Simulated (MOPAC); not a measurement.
MOPAC input (PM6):

```
PM6 1SCF GEO-OK AUX(PRECISION=9) THREADS=1
C2H4O2

C    -0.93142677 1   -0.09091136 1    0.00145351 1
O    -0.72481975 1   -1.27177619 1   -0.01909734 1
O     0.00102861 1    0.86771547 1    0.01461126 1
H    -1.92588670 1    0.37448781 1    0.01247871 1
C     1.36673924 1    0.41140192 1    0.00254944 1
H     1.97490570 1    1.31077974 1    0.01574845 1
H     1.56756136 1   -0.20280897 1    0.87923757 1
H     1.56187403 1   -0.17291625 1   -0.89559380 1
```

What heat of formation does the run end on, and which ionisation energy by Koopmans theorem?

-83.06 kcal/mol; 11.16 eV.
